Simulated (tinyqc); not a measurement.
Inside a calculation (part 1 of 2). Method: UHF in the sto-3g basis, for BH2, spin multiplicity 2. This run ends on a higher stationary point, not on the lowest solution. Computed by tinyqc, a small Python program that keeps every step (integrals from PySCF). Settings: charge = 0, multiplicity = 2, basis = sto-3g, energy threshold = 1e-09, iteration cap = 90, orthogonalisation = canonical, start = core, DIIS depth = 8, method = UHF. Command: `OMP_NUM_THREADS=1 python tinyqc.py 20553 20554 out.jsonl` (the two numbers bound the seeds that draw the settings). One thread of a shared host (Intel(R) Xeon(R) Processor @ 2.60GHz), about 0.1 s of CPU time with the checks. Later iterations appear only in the table of the cycle.

## One-electron integrals

Geometry (angstrom):
```
atom,x,y,z
B,0.00000,0.00000,0.00000
H,0.00000,1.23200,0.64300
H,0.00000,-1.23200,0.64300
```

Basis sto-3g: exponents (1/bohr^2) and contraction coefficients of normalised primitives:
```
element,l (shell),exponent,coefficient
B,s (1),48.79111,0.15433
B,s (1),8.88736,0.53533
B,s (1),2.40527,0.44463
B,s (2),2.23696,-0.09997
B,s (2),0.51982,0.39951
B,s (2),0.16906,0.70012
B,p (3),2.23696,0.15592
B,p (3),0.51982,0.60768
B,p (3),0.16906,0.39196
H,s (1),3.42525,0.15433
H,s (1),0.62391,0.53533
H,s (1),0.16886,0.44463
```

Overlap, kinetic and nuclear-attraction integrals over the contracted functions; the nuclear repulsion is the sum of Za Zb / Rab.

nuclear repulsion = 4.0226088 hartree

overlap S, lower triangle:
```
,1B 1s,1B 2s,1B 2px,1B 2py,1B 2pz,2H 1s,3H 1s
1B 1s,1.00000
1B 2s,0.26933,1.00000
1B 2px,0.00000,0.00000,1.00000
1B 2py,0.00000,0.00000,0.00000,1.00000
1B 2pz,0.00000,0.00000,0.00000,0.00000,1.00000
2H 1s,0.04235,0.37823,0.00000,0.36845,0.19230,1.00000
3H 1s,0.04235,0.37823,0.00000,-0.36845,0.19230,0.05296,1.00000
```

kinetic energy T (hartree), lower triangle:
```
,1B 1s,1B 2s,1B 2px,1B 2py,1B 2pz,2H 1s,3H 1s
1B 1s,10.82630
1B 2s,-0.04797,0.35917
1B 2px,0.00000,0.00000,1.12388
1B 2py,0.00000,0.00000,0.00000,1.12388
1B 2pz,0.00000,0.00000,0.00000,0.00000,1.12388
2H 1s,-0.01219,0.04654,0.00000,0.12556,0.06553,0.76003
3H 1s,-0.01219,0.04654,0.00000,-0.12556,0.06553,-0.01087,0.76003
```

nuclear attraction V (hartree), lower triangle:
```
,1B 1s,1B 2s,1B 2px,1B 2py,1B 2pz,2H 1s,3H 1s
1B 1s,-23.90896
1B 2s,-3.34447,-4.52099
1B 2px,0.00000,0.00000,-4.43067
1B 2py,0.00000,0.00000,0.00000,-4.57136
1B 2pz,-0.01261,-0.11877,0.00000,0.00000,-4.46899
2H 1s,-0.52804,-1.43636,0.00000,-1.31235,-0.70252,-3.33301
3H 1s,-0.52804,-1.43636,0.00000,1.31235,-0.70252,-0.19582,-3.33301
```

core Hamiltonian H = T + V (hartree), lower triangle:
```
,1B 1s,1B 2s,1B 2px,1B 2py,1B 2pz,2H 1s,3H 1s
1B 1s,-13.08266
1B 2s,-3.39244,-4.16182
1B 2px,0.00000,0.00000,-3.30679
1B 2py,0.00000,0.00000,0.00000,-3.44748
1B 2pz,-0.01261,-0.11877,0.00000,0.00000,-3.34511
2H 1s,-0.54024,-1.38982,0.00000,-1.18680,-0.63699,-2.57298
3H 1s,-0.54024,-1.38982,0.00000,1.18680,-0.63699,-0.20669,-2.57298
```

## Two-electron integrals

Functions are numbered as in S; the eight-fold symmetry (ij|kl) = (ji|kl) = (kl|ij) leaves the list below.

Two-electron integrals (ij|kl) in chemists' order, unique and non-zero (hartree):
```
i,j,k,l,(ij|kl)
1,1,1,1,2.92351
2,1,1,1,0.51838
2,1,2,1,0.10926
2,2,1,1,0.74423
2,2,2,1,0.19318
2,2,2,2,0.54480
3,1,3,1,0.02026
3,2,3,1,0.03000
3,2,3,2,0.12035
3,3,1,1,0.74249
3,3,2,1,0.19324
3,3,2,2,0.54468
3,3,3,3,0.58677
4,1,4,1,0.02026
4,2,4,1,0.03000
4,2,4,2,0.12035
4,3,4,3,0.03163
4,4,1,1,0.74249
4,4,2,1,0.19324
4,4,2,2,0.54468
4,4,3,3,0.52351
4,4,4,4,0.58677
5,1,5,1,0.02026
5,2,5,1,0.03000
5,2,5,2,0.12035
5,3,5,3,0.03163
5,4,5,4,0.03163
5,5,1,1,0.74249
5,5,2,1,0.19324
5,5,2,2,0.54468
5,5,3,3,0.52351
5,5,4,4,0.52351
5,5,5,5,0.58677
6,1,1,1,0.08107
6,1,2,1,0.01704
6,1,2,2,0.03026
6,1,3,3,0.03012
6,1,4,1,0.00107
6,1,4,2,0.00199
6,1,4,4,0.03047
6,1,5,1,0.00056
6,1,5,2,0.00104
6,1,5,4,0.00018
6,1,5,5,0.03022
6,1,6,1,0.00274
6,2,1,1,0.21076
6,2,2,1,0.05565
6,2,2,2,0.17461
6,2,3,3,0.16948
6,2,4,1,0.00541
6,2,4,2,0.03405
6,2,4,4,0.18145
6,2,5,1,0.00282
6,2,5,2,0.01777
6,2,5,4,0.00624
6,2,5,5,0.17274
6,2,6,1,0.00927
6,2,6,2,0.07988
6,3,3,1,0.00535
6,3,3,2,0.02555
6,3,4,3,0.00621
6,3,5,3,0.00324
6,3,6,3,0.00836
6,4,1,1,0.18038
6,4,2,1,0.04823
6,4,2,2,0.15967
6,4,3,3,0.15127
6,4,4,1,0.00935
6,4,4,2,0.05372
6,4,4,4,0.17361
6,4,5,1,0.00209
6,4,5,2,0.01471
6,4,5,4,0.00842
6,4,5,5,0.15397
6,4,6,1,0.00839
6,4,6,2,0.08530
6,4,6,4,0.09761
6,5,1,1,0.09414
6,5,2,1,0.02517
6,5,2,2,0.08334
6,5,3,3,0.07895
6,5,4,1,0.00209
6,5,4,2,0.01471
6,5,4,4,0.08412
6,5,5,1,0.00644
6,5,5,2,0.03322
6,5,5,4,0.00891
6,5,5,5,0.08685
6,5,6,1,0.00438
6,5,6,2,0.04452
6,5,6,4,0.04658
6,5,6,5,0.03267
6,6,1,1,0.37806
6,6,2,1,0.10162
6,6,2,2,0.36180
6,6,3,3,0.34085
6,6,4,1,0.01137
6,6,4,2,0.09661
6,6,4,4,0.38988
6,6,5,1,0.00594
6,6,5,2,0.05042
6,6,5,4,0.02559
6,6,5,5,0.35421
6,6,6,1,0.01718
6,6,6,2,0.21691
6,6,6,4,0.25081
6,6,6,5,0.13090
6,6,6,6,0.77461
7,1,1,1,0.08107
7,1,2,1,0.01704
7,1,2,2,0.03026
7,1,3,3,0.03012
7,1,4,1,-0.00107
7,1,4,2,-0.00199
7,1,4,4,0.03047
7,1,5,1,0.00056
7,1,5,2,0.00104
7,1,5,4,-0.00018
7,1,5,5,0.03022
7,1,6,1,0.00261
7,1,6,2,0.00845
7,1,6,4,0.00701
7,1,6,5,0.00401
7,1,6,6,0.01537
7,1,7,1,0.00274
7,2,1,1,0.21076
7,2,2,1,0.05565
7,2,2,2,0.17461
7,2,3,3,0.16948
7,2,4,1,-0.00541
7,2,4,2,-0.03405
7,2,4,4,0.18145
7,2,5,1,0.00282
7,2,5,2,0.01777
7,2,5,4,-0.00624
7,2,5,5,0.17274
7,2,6,1,0.00845
7,2,6,2,0.05023
7,2,6,4,0.04045
7,2,6,5,0.02737
7,2,6,6,0.10226
7,2,7,1,0.00927
7,2,7,2,0.07988
7,3,3,1,0.00535
7,3,3,2,0.02555
7,3,4,3,-0.00621
7,3,5,3,0.00324
7,3,6,3,0.00469
7,3,7,3,0.00836
7,4,1,1,-0.18038
7,4,2,1,-0.04823
7,4,2,2,-0.15967
7,4,3,3,-0.15127
7,4,4,1,0.00935
7,4,4,2,0.05372
7,4,4,4,-0.17361
7,4,5,1,-0.00209
7,4,5,2,-0.01471
7,4,5,4,0.00842
7,4,5,5,-0.15397
7,4,6,1,-0.00701
7,4,6,2,-0.04045
7,4,6,4,-0.02911
7,4,6,5,-0.02169
7,4,6,6,-0.07983
7,4,7,1,-0.00839
7,4,7,2,-0.08530
7,4,7,4,0.09761
7,5,1,1,0.09414
7,5,2,1,0.02517
7,5,2,2,0.08334
7,5,3,3,0.07895
7,5,4,1,-0.00209
7,5,4,2,-0.01471
7,5,4,4,0.08412
7,5,5,1,0.00644
7,5,5,2,0.03322
7,5,5,4,-0.00891
7,5,5,5,0.08685
7,5,6,1,0.00401
7,5,6,2,0.02737
7,5,6,4,0.02169
7,5,6,5,0.01927
7,5,6,6,0.05797
7,5,7,1,0.00438
7,5,7,2,0.04452
7,5,7,4,-0.04658
7,5,7,5,0.03267
7,6,1,1,0.02897
7,6,2,1,0.00765
7,6,2,2,0.02416
7,6,3,3,0.02349
7,6,4,4,0.02431
7,6,5,1,0.00067
7,6,5,2,0.00426
7,6,5,5,0.02467
7,6,6,1,0.00123
7,6,6,2,0.00914
7,6,6,4,0.00857
7,6,6,5,0.00557
7,6,6,6,0.02198
7,6,7,1,0.00123
7,6,7,2,0.00914
7,6,7,4,-0.00857
7,6,7,5,0.00557
7,6,7,6,0.00136
7,7,1,1,0.37806
7,7,2,1,0.10162
7,7,2,2,0.36180
7,7,3,3,0.34085
7,7,4,1,-0.01137
7,7,4,2,-0.09661
7,7,4,4,0.38988
7,7,5,1,0.00594
7,7,5,2,0.05042
7,7,5,4,-0.02559
7,7,5,5,0.35421
7,7,6,1,0.01537
7,7,6,2,0.10226
7,7,6,4,0.07983
7,7,6,5,0.05797
7,7,6,6,0.21464
7,7,7,1,0.01718
7,7,7,2,0.21691
7,7,7,4,-0.25081
7,7,7,5,0.13090
7,7,7,6,0.02198
7,7,7,7,0.77461
```

## Orthogonalisation

S = U s U^T; canonical form X = U s^(-1/2), so that X^T S X = 1. Each column of U has its largest component positive (the first on a tie).

eigenvalues of S: 0.39390  0.45178  0.86844  1.00000  1.09700  1.49526  1.69363

X:
```
,1,2,3,4,5,6,7
1B 1s,-0.37385,0.00000,0.75391,0.00000,-0.57282,0.00000,0.23230
1B 2s,1.06876,0.00000,-0.30028,0.00000,-0.25995,0.00000,0.48455
1B 2px,0.00000,0.00000,0.00000,1.00000,0.00000,0.00000,0.00000
1B 2py,0.00000,1.02497,0.00000,0.00000,0.00000,0.59276,0.00000
1B 2pz,0.45892,0.00000,0.63203,0.00000,0.67651,0.00000,0.20050
2H 1s,-0.72323,-0.76253,-0.21620,0.00000,0.17061,0.39838,0.36160
3H 1s,-0.72323,0.76253,-0.21620,0.00000,0.17061,-0.39838,0.36160
```

## Starting guess

The start is the orbitals of the core Hamiltonian; D(s) = C_occ C_occ^T for each spin.

D(alpha) at the start, lower triangle:
```
,1B 1s,1B 2s,1B 2px,1B 2py,1B 2pz,2H 1s,3H 1s
1B 1s,1.07107
1B 2s,-0.26881,1.00768
1B 2px,0.00000,0.00000,1.00000
1B 2py,0.00000,0.00000,0.00000,1.14486
1B 2pz,-0.11918,0.47696,0.00000,0.00000,0.22583
2H 1s,0.02943,-0.09864,0.00000,-0.11250,-0.04666,0.02072
3H 1s,0.02943,-0.09864,0.00000,0.11250,-0.04666,-0.00139,0.02072
```

D(beta) at the start, lower triangle:
```
,1B 1s,1B 2s,1B 2px,1B 2py,1B 2pz,2H 1s,3H 1s
1B 1s,1.07107
1B 2s,-0.26881,1.00768
1B 2px,0.00000,0.00000,0.00000
1B 2py,0.00000,0.00000,0.00000,1.14486
1B 2pz,-0.11918,0.47696,0.00000,0.00000,0.22583
2H 1s,0.02943,-0.09864,0.00000,-0.11250,-0.04666,0.02072
3H 1s,0.02943,-0.09864,0.00000,0.11250,-0.04666,-0.00139,0.02072
```

## Iteration 1: building the Fock matrix

J_ij = sum D_kl (ij|kl) with D = D(alpha) + D(beta), K_ij = sum D_kl (ik|jl) for each spin; F = H + J - K(s); E = tr D H + tr D J / 2 - 0.5 sum_s tr D(s) K(s) + E_nn.

Coulomb J (hartree), lower triangle:
```
,1B 1s,1B 2s,1B 2px,1B 2py,1B 2pz,2H 1s,3H 1s
1B 1s,9.66951
1B 2s,2.02094,4.24675
1B 2px,0.00000,0.00000,4.23826
1B 2py,0.00000,0.00000,0.00000,4.29251
1B 2pz,0.04168,0.18004,0.00000,0.00000,4.19674
2H 1s,0.31807,1.33301,0.00000,1.19781,0.65365,2.65140
3H 1s,0.31807,1.33301,0.00000,-1.19781,0.65365,0.18573,2.65140
```

exchange K(alpha) (hartree), lower triangle:
```
,1B 1s,1B 2s,1B 2px,1B 2py,1B 2pz,2H 1s,3H 1s
1B 1s,3.01309
1B 2s,0.58636,0.76965
1B 2px,0.00000,0.00000,0.74446
1B 2py,0.00000,0.00000,0.00000,0.74173
1B 2pz,0.01221,0.25012,0.00000,0.00000,0.29593
2H 1s,0.09908,0.24631,0.00000,0.18398,0.10874,0.15263
3H 1s,0.09908,0.24631,0.00000,-0.18398,0.10874,0.03946,0.15263
```

exchange K(beta) (hartree), lower triangle:
```
,1B 1s,1B 2s,1B 2px,1B 2py,1B 2pz,2H 1s,3H 1s
1B 1s,2.99283
1B 2s,0.55637,0.64930
1B 2px,0.00000,0.00000,0.15768
1B 2py,0.00000,0.00000,0.00000,0.71010
1B 2pz,0.01221,0.25012,0.00000,0.00000,0.26430
2H 1s,0.09373,0.22076,0.00000,0.17777,0.10550,0.14426
3H 1s,0.09373,0.22076,0.00000,-0.17777,0.10550,0.03477,0.14426
```

F(alpha) (hartree), lower triangle:
```
,1B 1s,1B 2s,1B 2px,1B 2py,1B 2pz,2H 1s,3H 1s
1B 1s,-6.42623
1B 2s,-1.95786,-0.68472
1B 2px,0.00000,0.00000,0.18701
1B 2py,0.00000,0.00000,0.00000,0.10330
1B 2pz,0.01686,-0.18885,0.00000,0.00000,0.55570
2H 1s,-0.32124,-0.30312,0.00000,-0.17297,-0.09208,-0.07420
3H 1s,-0.32124,-0.30312,0.00000,0.17297,-0.09208,-0.06041,-0.07420
```

F(beta) (hartree), lower triangle:
```
,1B 1s,1B 2s,1B 2px,1B 2py,1B 2pz,2H 1s,3H 1s
1B 1s,-6.40597
1B 2s,-1.92787,-0.56437
1B 2px,0.00000,0.00000,0.77379
1B 2py,0.00000,0.00000,0.00000,0.13493
1B 2pz,0.01686,-0.18885,0.00000,0.00000,0.58733
2H 1s,-0.31589,-0.27757,0.00000,-0.16676,-0.08884,-0.06584
3H 1s,-0.31589,-0.27757,0.00000,0.16676,-0.08884,-0.05572,-0.06584
```

total energy of this density = -23.9087194 hartree

## Iteration 1: diagonalisation and new density

Diagonalise F' = X^T F X, C = X C', fill 4 alpha and 3 beta electrons from the bottom; D(s) = C_occ C_occ^T. Each column has its largest component positive (the first on a tie).

F' = X^T F X (alpha) (hartree), lower triangle:
```
,1,2,3,4,5,6,7
1,0.38145
2,0.00000,0.63323
3,0.66228,0.00000,-2.34963
4,0.00000,0.00000,0.00000,0.18701
5,-0.46857,0.00000,2.92998,0.00000,-2.30125
6,0.00000,0.08625,0.00000,0.00000,0.00000,-0.13147
7,0.28078,0.00000,-1.60209,0.00000,1.67355,0.00000,-1.34335
```

orbital energies (alpha) (hartree): MO1 -6.43549, MO2 -0.28210, MO3 -0.14107, MO4 0.18701, MO5 0.41133, MO6 0.64284, MO7 0.69347

coefficients C (alpha):
```
,MO1,MO2,MO3,MO4,MO5,MO6,MO7
1B 1s,0.98808,-0.22141,0.00000,0.00000,-0.25244,0.00000,-0.03444
1B 2s,0.04382,0.60803,0.00000,0.00000,1.04635,0.00000,0.26132
1B 2px,0.00000,0.00000,0.00000,1.00000,0.00000,0.00000,0.00000
1B 2py,0.00000,0.00000,0.47565,0.00000,0.00000,1.08429,0.00000
1B 2pz,0.00110,0.17349,0.00000,0.00000,-0.14543,0.00000,1.02795
2H 1s,-0.00700,0.35407,0.48035,0.00000,-0.65096,-0.71375,-0.42484
3H 1s,-0.00700,0.35407,-0.48035,0.00000,-0.65096,0.71375,-0.42484
```

F' = X^T F X (beta) (hartree), lower triangle:
```
,1,2,3,4,5,6,7
1,0.44059
2,0.00000,0.65131
3,0.64946,0.00000,-2.32562
4,0.00000,0.00000,0.00000,0.77379
5,-0.48651,0.00000,2.94517,0.00000,-2.26743
6,0.00000,0.10269,0.00000,0.00000,0.00000,-0.11332
7,0.33817,0.00000,-1.61254,0.00000,1.65090,0.00000,-1.28192
```

orbital energies (beta) (hartree): MO1 -6.41320, MO2 -0.22421, MO3 -0.12687, MO4 0.48023, MO5 0.66486, MO6 0.72279, MO7 0.77379

coefficients C (beta):
```
,MO1,MO2,MO3,MO4,MO5,MO6,MO7
1B 1s,0.98964,-0.19643,0.00000,-0.26635,0.00000,-0.03633,0.00000
1B 2s,0.03829,0.51655,0.00000,1.09330,0.00000,0.26679,0.00000
1B 2px,0.00000,0.00000,0.00000,0.00000,0.00000,0.00000,1.00000
1B 2py,0.00000,0.00000,0.45357,0.00000,1.09371,0.00000,0.00000
1B 2pz,0.00058,0.17072,0.00000,-0.12913,0.00000,1.03059,0.00000
2H 1s,-0.00589,0.41210,0.49472,-0.62035,-0.70386,-0.41829,0.00000
3H 1s,-0.00589,0.41210,-0.49472,-0.62035,0.70386,-0.41829,0.00000
```

D(alpha) after iteration 1, lower triangle:
```
,1B 1s,1B 2s,1B 2px,1B 2py,1B 2pz,2H 1s,3H 1s
1B 1s,1.02532
1B 2s,-0.09133,0.37162
1B 2px,0.00000,0.00000,1.00000
1B 2py,0.00000,0.00000,0.00000,0.22624
1B 2pz,-0.03733,0.10554,0.00000,0.00000,0.03010
2H 1s,-0.08531,0.21498,0.00000,0.22848,0.06142,0.35615
3H 1s,-0.08531,0.21498,0.00000,-0.22848,0.06142,-0.10532,0.35615
```

D(beta) after iteration 1, lower triangle:
```
,1B 1s,1B 2s,1B 2px,1B 2py,1B 2pz,2H 1s,3H 1s
1B 1s,1.01797
1B 2s,-0.06357,0.26829
1B 2px,0.00000,0.00000,0.00000
1B 2py,0.00000,0.00000,0.00000,0.20573
1B 2pz,-0.03297,0.08821,0.00000,0.00000,0.02915
2H 1s,-0.08678,0.21264,0.00000,0.22439,0.07035,0.41461
3H 1s,-0.08678,0.21264,0.00000,-0.22439,0.07035,-0.07488,0.41461
```

## Iteration 2: building the Fock matrix

As before.

Coulomb J (hartree), lower triangle:
```
,1B 1s,1B 2s,1B 2px,1B 2py,1B 2pz,2H 1s,3H 1s
1B 1s,8.64984
1B 2s,1.77509,3.78172
1B 2px,0.00000,0.00000,3.75149
1B 2py,0.00000,0.00000,0.00000,3.85426
1B 2pz,0.02930,0.19244,0.00000,0.00000,3.72670
2H 1s,0.27925,1.27047,0.00000,1.18336,0.64798,2.88703
3H 1s,0.27925,1.27047,0.00000,-1.18336,0.64798,0.17593,2.88703
```

exchange K(alpha) (hartree), lower triangle:
```
,1B 1s,1B 2s,1B 2px,1B 2py,1B 2pz,2H 1s,3H 1s
1B 1s,2.95841
1B 2s,0.56977,0.64337
1B 2px,0.00000,0.00000,0.68649
1B 2py,0.00000,0.00000,0.00000,0.50475
1B 2pz,-0.00199,0.16137,0.00000,0.00000,0.19154
2H 1s,0.09084,0.33189,0.00000,0.29964,0.14079,0.56454
3H 1s,0.09084,0.33189,0.00000,-0.29964,0.14079,0.03718,0.56454
```

exchange K(beta) (hartree), lower triangle:
```
,1B 1s,1B 2s,1B 2px,1B 2py,1B 2pz,2H 1s,3H 1s
1B 1s,2.93355
1B 2s,0.53958,0.48458
1B 2px,0.00000,0.00000,0.08913
1B 2py,0.00000,0.00000,0.00000,0.45668
1B 2pz,-0.00154,0.16064,0.00000,0.00000,0.15538
2H 1s,0.08595,0.30355,0.00000,0.29626,0.14539,0.59092
3H 1s,0.08595,0.30355,0.00000,-0.29626,0.14539,0.03770,0.59092
```

F(alpha) (hartree), lower triangle:
```
,1B 1s,1B 2s,1B 2px,1B 2py,1B 2pz,2H 1s,3H 1s
1B 1s,-7.39122
1B 2s,-2.18712,-1.02346
1B 2px,0.00000,0.00000,-0.24178
1B 2py,0.00000,0.00000,0.00000,-0.09797
1B 2pz,0.01868,-0.08771,0.00000,0.00000,0.19006
2H 1s,-0.35182,-0.45124,0.00000,-0.30308,-0.12980,-0.25048
3H 1s,-0.35182,-0.45124,0.00000,0.30308,-0.12980,-0.06793,-0.25048
```

F(beta) (hartree), lower triangle:
```
,1B 1s,1B 2s,1B 2px,1B 2py,1B 2pz,2H 1s,3H 1s
1B 1s,-7.36636
1B 2s,-2.15693,-0.86468
1B 2px,0.00000,0.00000,0.35558
1B 2py,0.00000,0.00000,0.00000,-0.04990
1B 2pz,0.01823,-0.08698,0.00000,0.00000,0.22621
2H 1s,-0.34694,-0.42291,0.00000,-0.29970,-0.13440,-0.27686
3H 1s,-0.34694,-0.42291,0.00000,0.29970,-0.13440,-0.06846,-0.27686
```

total energy of this density = -25.2700880 hartree

## Iteration 2: DIIS over 2 matrices

error matrix X^T (FDS - SDF) X (alpha):
```
,1,2,3,4,5,6,7
1,0.00000,0.00000,0.02753,0.00000,-0.03709,0.00000,-0.01403
2,0.00000,0.00000,0.00000,0.00000,0.00000,-0.03528,0.00000
3,-0.02753,0.00000,0.00000,0.00000,0.03925,0.00000,0.03786
4,0.00000,0.00000,0.00000,0.00000,0.00000,0.00000,0.00000
5,0.03709,0.00000,-0.03925,0.00000,0.00000,0.00000,0.03589
6,0.00000,0.03528,0.00000,0.00000,0.00000,0.00000,0.00000
7,0.01403,0.00000,-0.03786,0.00000,-0.03589,0.00000,0.00000
```

B (overlaps of the stored error matrices):
```
,1,2
1,1.3283784e+00,-5.3728479e-02
2,-5.3728479e-02,2.3274818e-02
```

Minimise |sum c_i e_i|^2 with sum c_i = 1: solve [B -1; -1 0][c; lambda] = [0; -1] with B_ij = tr e_i^T e_j summed over both spins, and take F = sum c_i F_i.

DIIS coefficients: 0.05277  0.94723

extrapolated F(alpha) (hartree), lower triangle:
```
,1B 1s,1B 2s,1B 2px,1B 2py,1B 2pz,2H 1s,3H 1s
1B 1s,-7.34030
1B 2s,-2.17502,-1.00559
1B 2px,0.00000,0.00000,-0.21915
1B 2py,0.00000,0.00000,0.00000,-0.08735
1B 2pz,0.01858,-0.09304,0.00000,0.00000,0.20935
2H 1s,-0.35021,-0.44343,0.00000,-0.29621,-0.12781,-0.24118
3H 1s,-0.35021,-0.44343,0.00000,0.29621,-0.12781,-0.06754,-0.24118
```

extrapolated F(beta) (hartree), lower triangle:
```
,1B 1s,1B 2s,1B 2px,1B 2py,1B 2pz,2H 1s,3H 1s
1B 1s,-7.31568
1B 2s,-2.14484,-0.84883
1B 2px,0.00000,0.00000,0.37765
1B 2py,0.00000,0.00000,0.00000,-0.04015
1B 2pz,0.01815,-0.09236,0.00000,0.00000,0.24527
2H 1s,-0.34530,-0.41524,0.00000,-0.29268,-0.13199,-0.26573
3H 1s,-0.34530,-0.41524,0.00000,0.29268,-0.13199,-0.06779,-0.26573
```

## Iteration 2: diagonalisation and new density

As before.

F' = X^T F X (alpha) (hartree), lower triangle:
```
,1,2,3,4,5,6,7
1,0.34897
2,0.00000,0.63234
3,0.79089,0.00000,-2.98715
4,0.00000,0.00000,0.00000,-0.21915
5,-0.56580,0.00000,3.12141,0.00000,-2.87150
6,0.00000,0.07830,0.00000,0.00000,0.00000,-0.36560
7,0.28646,0.00000,-1.73850,0.00000,1.85997,0.00000,-1.67600
```

orbital energies (alpha) (hartree): MO1 -7.34676, MO2 -0.54783, MO3 -0.37171, MO4 -0.21915, MO5 0.15626, MO6 0.55265, MO7 0.63845

coefficients C (alpha):
```
,MO1,MO2,MO3,MO4,MO5,MO6,MO7
1B 1s,0.99063,-0.23268,0.00000,0.00000,0.16184,-0.16895,0.00000
1B 2s,0.03491,0.67681,0.00000,0.00000,-0.64450,0.81246,0.00000
1B 2px,0.00000,0.00000,0.00000,1.00000,0.00000,0.00000,0.00000
1B 2py,0.00000,0.00000,0.51128,0.00000,0.00000,0.00000,1.06795
1B 2pz,-0.00005,0.10796,0.00000,0.00000,0.72329,0.75705,0.00000
2H 1s,-0.00576,0.32153,0.45646,0.00000,0.32108,-0.72329,-0.72925
3H 1s,-0.00576,0.32153,-0.45646,0.00000,0.32108,-0.72329,0.72925
```

F' = X^T F X (beta) (hartree), lower triangle:
```
,1,2,3,4,5,6,7
1,0.41349
2,0.00000,0.64265
3,0.76364,0.00000,-2.95492
4,0.00000,0.00000,0.00000,0.37765
5,-0.57395,0.00000,3.14224,0.00000,-2.83760
6,0.00000,0.12143,0.00000,0.00000,0.00000,-0.35340
7,0.38297,0.00000,-1.75101,0.00000,1.82411,0.00000,-1.61583
```

orbital energies (beta) (hartree): MO1 -7.32058, MO2 -0.47844, MO3 -0.36799, MO4 0.20855, MO5 0.37765, MO6 0.59561, MO7 0.65724

coefficients C (beta):
```
,MO1,MO2,MO3,MO4,MO5,MO6,MO7
1B 1s,0.99198,-0.20036,0.00000,0.17615,0.00000,-0.18714,0.00000
1B 2s,0.03001,0.55059,0.00000,-0.68320,0.00000,0.87404,0.00000
1B 2px,0.00000,0.00000,0.00000,0.00000,1.00000,0.00000,0.00000
1B 2py,0.00000,0.00000,0.46625,0.00000,0.00000,0.00000,1.08836
1B 2pz,-0.00041,0.11985,0.00000,0.72982,0.00000,0.74896,0.00000
2H 1s,-0.00476,0.40322,0.48650,0.27047,0.00000,-0.70277,-0.70956
3H 1s,-0.00476,0.40322,-0.48650,0.27047,0.00000,-0.70277,0.70956
```

D(alpha) after iteration 2, lower triangle:
```
,1B 1s,1B 2s,1B 2px,1B 2py,1B 2pz,2H 1s,3H 1s
1B 1s,1.03549
1B 2s,-0.12290,0.45929
1B 2px,0.00000,0.00000,1.00000
1B 2py,0.00000,0.00000,0.00000,0.26141
1B 2pz,-0.02517,0.07306,0.00000,0.00000,0.01165
2H 1s,-0.08052,0.21741,0.00000,0.23338,0.03471,0.31177
3H 1s,-0.08052,0.21741,0.00000,-0.23338,0.03471,-0.10494,0.31177
```

D(beta) after iteration 2, lower triangle:
```
,1B 1s,1B 2s,1B 2px,1B 2py,1B 2pz,2H 1s,3H 1s
1B 1s,1.02418
1B 2s,-0.08055,0.30405
1B 2px,0.00000,0.00000,0.00000
1B 2py,0.00000,0.00000,0.00000,0.21739
1B 2pz,-0.02442,0.06598,0.00000,0.00000,0.01436
2H 1s,-0.08551,0.22187,0.00000,0.22683,0.04833,0.39930
3H 1s,-0.08551,0.22187,0.00000,-0.22683,0.04833,-0.07407,0.39930
```
